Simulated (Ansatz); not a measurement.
A ladder of methods for [B2H4]− (SMILES B[BH2-])

[B2H4]−: 6 atoms, total charge -1, spin state doublet. SMILES: `B[BH2-]`. The coordinates come from a GFN2-xTB relaxation.

Each level gives the vertical energy of the quartet above the doublet (eV). The values are calculated.

```json
{"level": "USVWN5/STO-3G", "kind": "LDA", "program": "Ansatz", "value (eV)": "7.40"}
{"level": "U-r2SCAN/STO-3G", "kind": "meta-GGA", "program": "Ansatz", "value (eV)": "7.12"}
{"level": "UB2PLYP/STO-3G", "kind": "double hybrid", "program": "Ansatz", "value (eV)": "7.43"}
{"level": "UMP2/STO-3G", "kind": "perturbation theory", "program": "Ansatz", "value (eV)": "7.11"}
{"level": "UBCCD(T)/STO-3G", "kind": "coupled cluster or CI", "program": "Ansatz", "value (eV)": "?"}
{"level": "UCCSDT(Q)/STO-3G", "kind": "coupled cluster or CI", "program": "Ansatz", "value (eV)": "7.10"}
{"level": "UCCSDTQ/STO-3G", "kind": "coupled cluster or CI", "program": "Ansatz", "value (eV)": "7.10"}
{"level": "FCI/STO-3G", "kind": "exact in the basis", "program": "Ansatz", "value (eV)": "7.10"}
```

Q: Estimate what the levels marked ? give.

A: As computed at these levels: UBCCD(T)/STO-3G: 7.09 eV. Sets without diffuse functions describe the anion poorly. The values span 7.09 to 7.43 eV. All rows use very small basis sets, so even the best lies far from the true value.
